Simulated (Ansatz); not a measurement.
# Bulk modulus B0 of some bcc solids

Method: PBE0 (Ansatz, a first-principles code, PAW). References are measured values corrected to a static lattice. The table is a random draw of 6 from 11 solids with such references.

Values in GPa.

```csv
solid,reference,PBE0,error (%)
bcc Ba,9.34 (9.34–10.6),8.45,-9.5
bcc K,3.75,3.46,-7.7
bcc Mo,265 (265–278),292,+10.2
bcc Li,13.8 (13.1–13.9),13.3,-3.6
bcc Nb,173,197,+13.9
bcc W,312 (300–328),336,+7.7
```

Over these 6 solids the mean error is +1.8 %, the mean absolute error 8.8 % (median 8.6 %), and the worst case bcc Nb at +13.9 %; the value is too high in 3 of 6 cases. Over all 11, from unrounded values, the mean error is +1.8 % and the mean absolute error 9.5 % (median 7.7 %).

All these references are brought to a static lattice.

Spin–orbit coupling is left out, also for the solids with elements from indium on (bcc Ba, bcc W); its size isn't shown.

Exact exchange on metals is sensitive to the k mesh.

Brackets give the range of the sources taken for a reference, where it is wide; it can hold other temperatures.

Differences are worked out from the printed values.

Each level is taken at its own relaxed cell. Ansatz's density-functional and Hartree–Fock values are scalar-relativistic unless marked +SOC, with PAW data made under PBE.

Ansatz's runs of these crystals have no spin polarisation.

Not in this set, of the bcc solids with a reference value in our tables and a result at some level: 2 for sources at odds. These can be a level's best or worst cases. Solids without a released value at any level aren't counted. Layered and molecular crystals are counted apart. The metals Ce to Yb are counted apart.

References as tabulated in Levämäki et al. (2014), arXiv:1402.3671; doi:10.1021/acs.jctc.3c00612; Mejia-Rodriguez and Trickey (2018), arXiv:1807.09216.
